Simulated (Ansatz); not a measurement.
# AlBH5N (SMILES [BH2][AlH][NH2]): single points off equilibrium

The atoms stand at a structure displaced at random from a GFN2-xTB minimum. How far do the functionals agree with CCSD(T) there?

Program: Ansatz 0.2.0, Gaussian basis. Level of theory: single points in def2-TZVPP. These are calculated values, not measurements.

Cores are frozen in the correlated methods.

### Step 1. The system as given

8 atoms, charge 0, spin multiplicity 1.

Atoms are counted from 1 here; the program's logs count them from 0.

Bond lengths: B1–Al2 1.997 Å, B1–H4 1.179 Å, B1–H5 1.309 Å, Al2–N3 1.753 Å, Al2–H6 1.421 Å, N3–H7 1.037 Å, N3–H8 1.074 Å. Angles: Al2–B1–H4 121.0°, Al2–B1–H5 130.9°, H4–B1–H5 104.0°, B1–Al2–N3 127.9°, B1–Al2–H6 121.0°, N3–Al2–H6 110.5°, Al2–N3–H7 123.6°, Al2–N3–H8 130.4°, H7–N3–H8 105.6°.

Geometry (Å):

```xyz
8
AlBH5N
B    -1.11320    0.85340   -0.96950
Al    0.30270    0.39790    0.36320
N     0.99240   -1.17690    0.70720
H    -1.88300    0.04040   -1.33960
H    -1.69770    1.99220   -1.24360
H     1.02630    1.41690    1.03860
H     1.84530   -1.31720    1.27980
H     0.75260   -2.14370    0.30610
```

### Step 2. CCSD(T)/def2-TZVPP

run/in.yaml

```yaml
crystal:
  periodic: [false, false, false]
  atoms:
    - {symbol: B, position_ang: [-1.113200, 0.853400, -0.969500]}
    - {symbol: Al, position_ang: [0.302700, 0.397900, 0.363200]}
    - {symbol: N, position_ang: [0.992400, -1.176900, 0.707200]}
    - {symbol: H, position_ang: [-1.883000, 0.040400, -1.339600]}
    - {symbol: H, position_ang: [-1.697700, 1.992200, -1.243600]}
    - {symbol: H, position_ang: [1.026300, 1.416900, 1.038600]}
    - {symbol: H, position_ang: [1.845300, -1.317200, 1.279800]}
    - {symbol: H, position_ang: [0.752600, -2.143700, 0.306100]}
basis:
  gaussian: {orbitals: def2-TZVPP}
correlation: {method: ccsd_t}
output: {forces: true}
```

No record of the launch command was kept for these runs.

### Step 3. PBE0-D4/def2-TZVPP

run/in.yaml: that of step 2 with these lines changed.

```diff
@@ -13,3 +13,3 @@
   gaussian: {orbitals: def2-TZVPP}
-correlation: {method: ccsd_t}
-output: {forces: true}
+hamiltonian: {xc: pbe0, dispersion: d4}
+output: {forces: true, orbitals: {seedname: orbitals}}
```

### Step 4. wB97M-V/def2-TZVPP

run/in.yaml: that of step 3 with these lines changed.

```diff
@@ -13,3 +13,3 @@
   gaussian: {orbitals: def2-TZVPP}
-hamiltonian: {xc: pbe0, dispersion: d4}
-output: {forces: true, orbitals: {seedname: orbitals}}
+hamiltonian: {xc: {name: wB97M-V}}
+output: {forces: true}
```

### Step 5. r2SCAN-D4/def2-TZVPP

run/in.yaml: that of step 4 with these lines changed.

```diff
@@ -13,3 +13,3 @@
   gaussian: {orbitals: def2-TZVPP}
-hamiltonian: {xc: {name: wB97M-V}}
+hamiltonian: {xc: r2scan, dispersion: d4}
 output: {forces: true}
```

### Step 6. PBE-D4/def2-TZVPP

run/in.yaml: that of step 5 with these lines changed.

```diff
@@ -13,3 +13,3 @@
   gaussian: {orbitals: def2-TZVPP}
-hamiltonian: {xc: r2scan, dispersion: d4}
+hamiltonian: {xc: pbe, dispersion: d4}
 output: {forces: true}
```

### Step 7. SPW92/def2-TZVPP

run/in.yaml: that of step 6 with these lines changed.

```diff
@@ -13,3 +13,3 @@
   gaussian: {orbitals: def2-TZVPP}
-hamiltonian: {xc: pbe, dispersion: d4}
+hamiltonian: {xc: lda}
 output: {forces: true}
```

### Step 8. wB97X-V/def2-TZVPP

run/in.yaml: that of step 7 with these lines changed.

```diff
@@ -13,3 +13,3 @@
   gaussian: {orbitals: def2-TZVPP}
-hamiltonian: {xc: lda}
+hamiltonian: {xc: {name: wB97X-V}}
 output: {forces: true}
```

(Steps that only read results are left out.)

What does the calculation give? Wanted: energy less free atoms, CCSD(T)/def2-TZVPP; RMS force component; RMS force error; HOMO and LUMO, PBE0-D4; T1 diagnostic.

**Answer**, as computed:

| quantity | value |
| --- | --- |
| energy less free atoms, CCSD(T)/def2-TZVPP | -2289.0 kJ/mol |
| RMS force component | 1.260 to 1.442 eV/Å over the methods |
| RMS force error | PBE0-D4 0.055, wB97M-V 0.057, r2SCAN-D4 0.065, PBE-D4 0.179, SPW92 0.282, wB97X-V 0.029 eV/Å |
| HOMO and LUMO, PBE0-D4 | -7.48 and -2.86 eV |
| T1 diagnostic | 0.012 |

Against CCSD(T) the functionals' energies less atoms differ by -359.6 to -50.4 kJ/mol, PBE-D4 by -82.5 kJ/mol. CCSD(T) in triple zeta still lacks some correlation energy of the bonds, so part of these gaps is its own basis error and they don't rank the functionals. On forces the order runs from wB97X-V to SPW92. Frozen-core CCSD(T) forces in triple zeta carry basis errors of their own, and this is one geometry, so small gaps rank nothing.
